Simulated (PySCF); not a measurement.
C₃H₄F₂.
Structure used (PBE0-D3(BJ)/def2-SVP), in Å, numbered top down from 1:
```
atom  x, y, z in Å
F1     2.047    0.219   -1.081
C2     0.948    0.485   -0.382
C3     0.087   -0.461   -0.026
C4    -1.148   -0.174    0.756
F5    -1.262    1.162    1.039
H6     0.836    1.544   -0.137
H7     0.278   -1.500   -0.315
H8    -2.044   -0.492    0.192
H9    -1.144   -0.735    1.708
```

Computed with PBE0-D3(BJ)/def2-SVP geometry optimisation, gas phase (PySCF).

Take the most abundant isotopes and a rigid rotor. The values belong to one conformer with, in the numbering `[F:1]/[CH:2]=[CH:3]/[CH2:4][F:5]`, C2–C3–C4–F5 0°.

Question: Give the principal moments of inertia and the rotational constants in GHz.

Answer: Ia = 31.19, Ib = 196.54, Ic = 224.54 u·Å²; 505379 MHz·u·Å²/I gives 16201, 2571 and 2251 MHz, that is A = 16.201, B = 2.5713, C = 2.2507 GHz.

Question: What kind of rotor is it?

Answer: A near-prolate asymmetric top. Ray's parameter κ = (2B − A − C)/(A − C) = -0.954; −1 is the prolate and +1 the oblate limit.

Question: What does the inertial defect say?

Answer: Not planar: Δ = Ic − Ia − Ib = -3.19 u·Å². For a rigid frame Δ = −2 Σ m c², so Σ m c² = 1.60 u·Å² lies off the ab plane, practically all of it from hydrogen. The atom farthest from that plane is 0.89 Å away.

Question: Which types of transition are allowed, and where do some lines up to J = 2 fall?

Answer: The dipole components are |μa| = 0.86 D, |μb| = 1.34 D, |μc| = 0.00 D; the mirror of this Cs structure is the ab plane, so μc vanishes by symmetry and there are no c-type lines. Intensities carry the squares of the components, which stand as 0.41 : 1.00 (a : b). Some lines, for components of 0.1 D or more:

```
type  branch         J(Ka,Kc)    MHz  lower level (cm⁻¹)
   a       Q  1(1,0) ← 1(1,1)    321               0.615
   a       Q  2(1,1) ← 2(1,2)    962               0.926
   a       R  1(0,1) ← 0(0,0)   4822               0.000
   a       R  2(1,2) ← 1(1,1)   9323               0.615
   a       R  2(0,2) ← 1(0,1)   9638               0.161
   a       R  2(1,1) ← 1(1,0)   9965               0.626
   b       Q  1(1,0) ← 1(0,1)  13950               0.161
   b       Q  2(1,1) ← 2(0,2)  14277               0.482
   b       R  1(1,1) ← 0(0,0)  18452               0.000
   b       Q  2(2,0) ← 2(1,1)  40894               0.959
   b       Q  2(2,1) ← 2(1,2)  41851               0.926
   b       R  2(2,0) ← 1(1,1)  51180               0.615
```

Question: Estimate the classical rotational partition function at 50 K, 200 K and 500 K.

Answer: Point group Cs, symmetry number σ = 1; q = (√π/σ)·√((kT/h)³/(ABC)), k/h = 20836.6 MHz/K: 6160 at 50 K, 49200 at 200 K, 195000 at 500 K.

Not checked by PBE0-D3(BJ)/def2-SVP frequencies. Zero-point vibration and centrifugal distortion are left out.

Time: 20 s of wall time. Hardware: an x86-64 server with one thread, on a shared host. That covers the optimisation of the geometry.
